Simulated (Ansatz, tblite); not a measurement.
# The cluster K₅+: a ladder of methods and basis sets

One table from this session's results is given with a row withheld; the runs are named, their logs left out.

Computed with Ansatz 0.2.0, Gaussian basis. Level: as each input shows.

Levels to be run: GFN1-xTB, GFN2-xTB, PBE/def2-TZVP, r2SCAN/def2-TZVP, revPBE/def2-TZVP, BHLYP/def2-TZVP, B2PLYP/def2-TZVP, PBE/def2-SVP, PBE0/def2-SVP, HF/STO-3G, CCSD(T)/def2-TZVPP, MP2/def2-TZVP.

2 further runs of the same task are left out: 2 set aside as unsound or not needed. Runs told in other sessions of the task aren't counted.

## The relaxed structure

The geometry is that of the singlet, from an earlier relaxation (PBE/def2-SVP). At that level it is the lowest of the isomers that a small search found.

5 atoms, charge 1, spin multiplicity 1.

Bond lengths: K1–K2 4.578 Å, K1–K3 4.548 Å, K1–K4 4.542 Å, K1–K5 4.570 Å, K2–K3 4.204 Å, K4–K5 4.207 Å. Angles: K2–K1–K3 54.9°, K2–K1–K4 146.1°, K2–K1–K5 143.7°, K3–K1–K4 130.3°, K3–K1–K5 147.4°, K4–K1–K5 55.0°, K1–K2–K3 62.2°, K1–K3–K2 62.9°, K1–K4–K5 62.8°, K1–K5–K4 62.2°.

The ion is computed in the gas phase, without counter-ions or solvent.

PBE0/def2-TZVP was run before; its log isn't repeated, and its numbers join the tables.

Set-up of the first run:

Tight binding, by tblite at 300 K electronic temperature and without a spin-polarisation term:

```python
tblite.interface.Calculator('GFN1-xTB', numbers, positions, charge=1, uhf=0).singlepoint()
```

Tight binding, by tblite at 300 K electronic temperature and without a spin-polarisation term:

```python
tblite.interface.Calculator('GFN2-xTB', numbers, positions, charge=1, uhf=0).singlepoint()
```

start.molden holds the orbitals of an earlier run on this state, given as this run's starting guess.

The input, in.yaml:

```yaml
crystal:
  periodic: [false, false, false]
  atoms:
    - {symbol: K, position_ang: [-0.154119, 0.114737, -0.039439]}
    - {symbol: K, position_ang: [-3.264313, -2.650160, -1.947334]}
    - {symbol: K, position_ang: [-1.277461, -4.016095, 1.496689]}
    - {symbol: K, position_ang: [3.919129, 2.076598, -0.474701]}
    - {symbol: K, position_ang: [0.776764, 4.474919, 0.964775]}
basis:
  gaussian: {orbitals: def2-TZVP, initial_orbitals: start.molden}
total_charge: 1
hamiltonian: {xc: pbe}
scf: {omitted_lower_state_checks: [starts]}
output: {forces: true, orbitals: {seedname: orbitals}}
```

Run with:

```console
ansatz run in.yaml --threads 4 --pin off --events-out ev --progress --plain --max-ram 4787MiB
```

Among the steps run: PBE/def2-TZVP; r2SCAN/def2-TZVP; revPBE/def2-TZVP; BHLYP/def2-TZVP; B2PLYP/def2-TZVP; PBE/def2-SVP; PBE0/def2-SVP; HF/STO-3G; CCSD(T)/def2-TZVPP; MP2/def2-TZVP.

One of the session's tables, all rows but one given; the rest of the session is left out.

It belongs to the step «Levels side by side». 

| level | HOMO (eV) | gap (eV) |
| --- | --- | --- |
| HF/STO-3G | ? | ? |
| PBE/def2-SVP | -5.11 | 0.98 |
| PBE/def2-TZVP | -5.06 | 0.96 |
| revPBE/def2-TZVP | -4.97 | 0.97 |
| r2SCAN/def2-TZVP | -4.91 | 1.09 |
| PBE0/def2-SVP | -5.41 | 1.76 |
| PBE0/def2-TZVP | -5.38 | 1.75 |
| BHLYP/def2-TZVP | -5.67 | 2.45 |

**Question.** Estimate the row for HF/STO-3G.

The run gave: HOMO (eV): -3.61; gap (eV): 5.04. In the column «HOMO (eV)» it is the highest.
